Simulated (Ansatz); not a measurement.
Z-matrix (Å, degrees):
```
O
H 1 0.9858
```
Charge 0, spin multiplicity 2.

Calculation: frozen-core CCSD(T)/cc-pVTZ // PBE-D3(BJ)/def2-TZVP run with Ansatz (an electronic-structure program).

The HF energy comes out as -75.41845 Ha and the MP2 correlation energy is -0.20016 Ha.

### Question
Estimate the CCSD correlation energy, the (T) correction, the total energy and the T1 diagnostic.

### Answer

The CCSD correlation energy is -0.21393 Ha. The (T) correction is -0.00515 Ha and the CCSD(T) total energy is -75.63754 Ha. The T1 diagnostic is 0.007.
